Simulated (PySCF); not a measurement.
# H3OP: core ionisation energies

PH3O.
Bonds: O1–P2 (double). Hydrogens: H3, H4, H5 on P2.

The calculation used delta-SCF UKS SCAN, pcX-2 on the ionised atom, pcseg-1 elsewhere, spin-free X2C (PySCF). These are vertical core ionisation energies against the vacuum level, from separate self-consistent calculations with and without the core hole.

Task: Give the core binding energies atom by atom.

Result: 
| atom(s) | environment | level | binding energy (eV) | 2p1/2 (eV) | count |
| --- | --- | --- | --- | --- | --- |
| P2 | phosphoryl phosphorus | P 2p3/2 | 139.18 | 140.07 | 1 |
| O1 | phosphoryl oxygen | O 1s | 537.05 | – | 1 |
| P2 | phosphoryl phosphorus | P 1s | 2153.08 | – | 1 |

Task: Which effective nuclear charge Zeff reproduces each element's mean 1s value in the hydrogen-like formula E = 13.606 eV × Zeff²?

Result: O (Z = 8): mean 537.1 eV, Zeff = 6.28, Z − Zeff = 1.72; P (Z = 15): mean 2153.1 eV, Zeff = 12.58, Z − Zeff = 2.42. Means run over the listed sites, weighted by atom count.

The 2p values aren't plain energy differences: one relaxed spin-free 2p hole is combined with a matrix within the shell (ground-state 2p orbital-energy differences and spin–orbit coupling). 2p3/2, the mean of its two sublevels, lies a third of the splitting below the shell's mean and 2p1/2 two thirds above it; the statistical areas are 2:1. 2p1/2 minus 2p3/2 (ligand field included): P 0.89 eV. Geometry: PBE0-D3(BJ)/def2-SVP; no solvent, vibrations or thermal averaging.
